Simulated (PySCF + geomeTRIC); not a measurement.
Species: CH$_{3}$, SMILES `[CH3]` (charge 0, multiplicity 2).

**Question.** Give a relaxed geometry from BP86-D3(BJ)/def2-SVP (PySCF + geomeTRIC).

**Answer.** the end point of this relaxation (outside a Z-matrix the atoms follow the SMILES, hydrogens last).
Bonded distances (Å): C1–H2 1.099, C1–H3 1.099, C1–H4 1.099. Angles (°): H2–C1–H3 120.0, H2–C1–H4 120.0, H3–C1–H4 120.0.
